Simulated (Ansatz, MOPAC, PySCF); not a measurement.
System: C$_{3}$H$_{3}$, charge 0, multiplicity 2. SMILES: [CH]1C=C1
Geometry from a B3LYP-D3(BJ)/def2-TZVP (Ansatz, a program for electronic structure) optimisation:
```xyz
6

C      0.0018     0.0071     0.8842
C      0.0467    -0.6576    -0.4096
C      0.0561     0.6501    -0.4202
H     -0.7909     0.0189     1.6308
H      0.0705    -1.5781    -0.9660
H      0.0930     1.5610    -0.9914
```
Charge 0, spin multiplicity 2.

Unscaled harmonic wavenumbers (cm⁻¹) in rising order, each level at the stationary point that it reaches from this structure (no distance between atoms moves by over 0.3 Å); the order of modes can differ between levels, and a negative number is imaginary. B3LYP-D3(BJ)/def2-TZVP (PySCF, at the structure above): 610, 692, 885, 917, 974, 983, 1040, 1236, 1663, 3063, 3244, 3288.

AM1 (MOPAC): 552, 600, 860, 914, 944, 987, 1048, 1212, 1893, 3354, 3394, 3425. Zero-point energy 27.4 against 26.6 kcal/mol; where all levels lie over 400 cm⁻¹, the wavenumbers are on average 1.002 times those of B3LYP-D3(BJ)/def2-TZVP.

HF/6-31G* (Ansatz): 531, 707, 990, 1019, 1103, 1129, 1145, 1323, 1815, 3251, 3449, 3503. Zero-point energy 28.5 against 26.6 kcal/mol; where all levels lie over 400 cm⁻¹, the wavenumbers are on average 1.071 times those of B3LYP-D3(BJ)/def2-TZVP.

B3LYP/6-31G* (Ansatz): 607, 708, 876, 929, 990, 1015, 1046, 1254, 1680, 3059, 3260, 3304. Zero-point energy 26.8 against 26.6 kcal/mol; where all levels lie over 400 cm⁻¹, the wavenumbers are on average 1.009 times those of B3LYP-D3(BJ)/def2-TZVP.
